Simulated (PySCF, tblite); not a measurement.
Dissociation curve of Li₂, singlet.

Computed with: GFN2-xTB, 300 K electronic temperature (tblite); UCCSD(T) = CCSD(T) on UHF/6-31G run with PySCF 2.14.0.

Energies relative to the lowest point of each curve near equilibrium, in mEh; the last columns give the difference from UCCSD(T):

```csv
R / Å,GFN2-xTB,UCCSD(T),GFN2-xTB − UCCSD(T)
2.06,2.4,20.5,-18.2
2.18,0.5,13.1,-12.6
2.33,0.0,6.5,-6.5
2.49,1.1,2.3,-1.2
2.57,2.2,1.1,1.1
2.68,4.2,0.2,4.0
2.74,5.5,0.0,5.5
2.81,7.2,0.0,7.2
2.88,9.1,0.3,8.8
3.04,13.7,1.5,12.2
3.20,18.0,3.5,14.5
3.42,22.0,6.8,15.3
3.67,30.1,10.8,19.3
4.13,46.4,17.8,28.6
4.57,61.9,22.8,39.1
4.96,74.8,25.8,49.0
5.53,91.3,28.3,63.0
6.01,102.4,29.4,73.0
6.79,115.1,30.2,84.9
7.42,121.7,30.4,91.3
8.31,127.1,30.5,96.5
```

GFN2-xTB is furthest from UCCSD(T) at 8.31 (96.5 mEh, above); its mean absolute difference over the points is 31.0 mEh.

The unrestricted determinant behind UCCSD(T) is spin-contaminated at 2.06 to 8.31 Å (<S²> up to 1.0, against 0.00 for a pure singlet).
